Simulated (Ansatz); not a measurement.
in.yaml

```yaml
crystal:
  periodic: [false, false, false]
  atoms:
    - {symbol: Ge, position_ang: [0.000000, 0.000000, 0.000000]}
    - {symbol: O, position_ang: [0.000000, 0.000000, 3.638000]}
basis:
  gaussian: {orbitals: cc-pVTZ}
magnetization: {spin_polarized: false}
correlation: {method: bccd_t, electrons: outside_noble_gas}
```

```sh
$ ansatz run in.yaml --threads 1 --pin off --events-out ev --progress --plain --max-ram 2393MiB
```

(1) Roughly how long does this take on 1 thread of Intel Xeon 6975P-C, shared host, and how much host memory?

```
464 factors; integrals over basis functions are off by at most 1.2e-3 eV
mean field evaluation 1: about -58479.3510 eV, gradient 7.1e1 eV
mean field evaluation 2: about -58479.3526 eV, gradient 7.1e1 eV
mean field evaluation 4: about -58482.1358 eV, gradient 6.1e1 eV
mean field evaluation 8: about -58497.7317 eV, gradient 4.2e1 eV
mean field evaluation 16: about -58504.3348 eV, gradient 5.9e-3 eV
mean field evaluation 32: about -58504.0683 eV, gradient 3.9e0 eV
mean field evaluation 64: about -58504.1645 eV, gradient 7.3e-7 eV
mean field evaluation 96: about -58504.1644 eV, gradient 1.1e0 eV
mean field evaluation 128: about -58504.1644 eV, gradient 9.8e-3 eV
mean field evaluation 160: about -58504.3038 eV, gradient 2.5e0 eV
...
cycle  16  -13.87557201 eV  change    2.6e-4 eV  update   5.7e-5
cycle  17  -13.87546719 eV  change    1.0e-4 eV  update   3.3e-5
cycle  18  -13.87549929 eV  change   -3.2e-5 eV  update   1.6e-5
cycle  19  -13.87544149 eV  change    5.8e-5 eV  update   9.4e-6
cycle  20  -13.87545215 eV  change   -1.1e-5 eV  update   4.7e-6
cycle  21  -13.87542850 eV  change    2.4e-5 eV  update   2.5e-6
cycle  22  -13.87544098 eV  change   -1.2e-5 eV  update   1.2e-6
cycle  23  -13.87543851 eV  change    2.5e-6 eV  update   5.8e-7
cycle  24  -13.87542919 eV  change    9.3e-6 eV  update   1.1e-6
cycle  25  -13.87542756 eV  change    1.6e-6 eV  update   6.5e-7
perturbative correction -3.56531918 eV, -0.1310230632 hartree
WARN: the results are in doubt because among natural orbitals full CI differs from the method by +1.286 eV
Total energy: -58517.21939132 eV, -2150.4681482352 hartree
In doubt: among natural orbitals full CI differs from the method by +1.286 eV
```

Answers

(1) 23 s wall and 0.2 GiB.
